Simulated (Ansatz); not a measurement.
# C2H3B (SMILES B=C=C): single points off equilibrium

How do the functionals fare away from a minimum? The structure is a structure displaced at random from a GFN2-xTB minimum.

Program: Ansatz 0.2.0, Gaussian basis. Level of theory: single points in def2-TZVPP. These are calculated values, not measurements.

Correlated methods freeze the cores.

### 1 Where the work starts

6 atoms, charge 0, spin multiplicity 1.

Atoms are counted from 1 here; the program's logs count them from 0.

Bond lengths: B1–C2 1.295 Å, B1–H4 1.248 Å, C2–C3 1.320 Å, C3–H6 1.219 Å. Angles: C2–B1–H4 173.4°, B1–C2–C3 172.1°, C2–C3–H6 123.8°.

As a file:

```xyz
6
charge 0, multiplicity 1
B    -1.4091   -0.0954   -0.6911
C    -0.2930    0.0869   -0.0598
C     0.8617    0.0913    0.5794
H    -2.4545   -0.1508   -1.3706
H     2.1718   -0.2432    0.0252
H     1.0276    0.5981    1.6754
```

### 2 CCSD(T)/def2-TZVPP

File run/in.yaml:

```yaml
crystal:
  periodic: [false, false, false]
  atoms:
    - {symbol: B, position_ang: [-1.409100, -0.095400, -0.691100]}
    - {symbol: C, position_ang: [-0.293000, 0.086900, -0.059800]}
    - {symbol: C, position_ang: [0.861700, 0.091300, 0.579400]}
    - {symbol: H, position_ang: [-2.454500, -0.150800, -1.370600]}
    - {symbol: H, position_ang: [2.171800, -0.243200, 0.025200]}
    - {symbol: H, position_ang: [1.027600, 0.598100, 1.675400]}
basis:
  gaussian: {orbitals: def2-TZVPP}
correlation: {method: ccsd_t}
output: {forces: true}
```

The command line of these runs was not kept.

### 3 PBE0-D4/def2-TZVPP

Edit run/in.yaml of step 2 so:

```diff
@@ -11,3 +11,3 @@
   gaussian: {orbitals: def2-TZVPP}
-correlation: {method: ccsd_t}
-output: {forces: true}
+hamiltonian: {xc: pbe0, dispersion: d4}
+output: {forces: true, orbitals: {seedname: orbitals}}
```

### 4 wB97M-V/def2-TZVPP

Edit run/in.yaml of step 3 so:

```diff
@@ -11,3 +11,3 @@
   gaussian: {orbitals: def2-TZVPP}
-hamiltonian: {xc: pbe0, dispersion: d4}
-output: {forces: true, orbitals: {seedname: orbitals}}
+hamiltonian: {xc: {name: wB97M-V}}
+output: {forces: true}
```

### 5 r2SCAN-D4/def2-TZVPP

Edit run/in.yaml of step 4 so:

```diff
@@ -11,3 +11,3 @@
   gaussian: {orbitals: def2-TZVPP}
-hamiltonian: {xc: {name: wB97M-V}}
+hamiltonian: {xc: r2scan, dispersion: d4}
 output: {forces: true}
```

### 6 PBE-D4/def2-TZVPP

Edit run/in.yaml of step 5 so:

```diff
@@ -11,3 +11,3 @@
   gaussian: {orbitals: def2-TZVPP}
-hamiltonian: {xc: r2scan, dispersion: d4}
+hamiltonian: {xc: pbe, dispersion: d4}
 output: {forces: true}
```

### 7 r2SCANh-D4/def2-TZVPP

Edit run/in.yaml of step 6 so:

```diff
@@ -11,3 +11,3 @@
   gaussian: {orbitals: def2-TZVPP}
-hamiltonian: {xc: pbe, dispersion: d4}
+hamiltonian: {xc: {name: r2SCANh}, dispersion: d4}
 output: {forces: true}
```

### 8 B97M-V/def2-TZVPP

Edit run/in.yaml of step 7 so:

```diff
@@ -11,3 +11,3 @@
   gaussian: {orbitals: def2-TZVPP}
-hamiltonian: {xc: {name: r2SCANh}, dispersion: d4}
+hamiltonian: {xc: {name: B97M-V}}
 output: {forces: true}
```

(Steps that only read results are left out.)

**Question.** What will these runs give? Wanted: energy less free atoms, CCSD(T)/def2-TZVPP; RMS force component; RMS force error; HOMO and LUMO, PBE0-D4; T1 diagnostic.

**Answer**, as computed:

| quantity | value |
| --- | --- |
| energy less free atoms, CCSD(T)/def2-TZVPP | -514.7 kcal/mol |
| RMS force component | 2.419 to 2.567 eV/Å over the methods |
| RMS force error | PBE0-D4 0.279, wB97M-V 0.253, r2SCAN-D4 0.286, PBE-D4 0.250, r2SCANh-D4 0.299, B97M-V 0.369 eV/Å |
| HOMO and LUMO, PBE0-D4 | -6.59 and -2.77 eV |
| T1 diagnostic | 0.015 |

**Reading.** Against CCSD(T) the functionals' energies less atoms differ by -41.5 to -18.3 kcal/mol, PBE-D4 by -41.5 kcal/mol. CCSD(T) in triple zeta still lacks some correlation energy of the bonds, so part of these gaps is its own basis error and they don't rank the functionals. On forces the order runs from PBE-D4 to B97M-V. Frozen-core CCSD(T) forces in triple zeta carry basis errors of their own, and this is one geometry, so small gaps rank nothing. The restricted Hartree–Fock reference is unstable towards an unrestricted one at one or more of these structures.
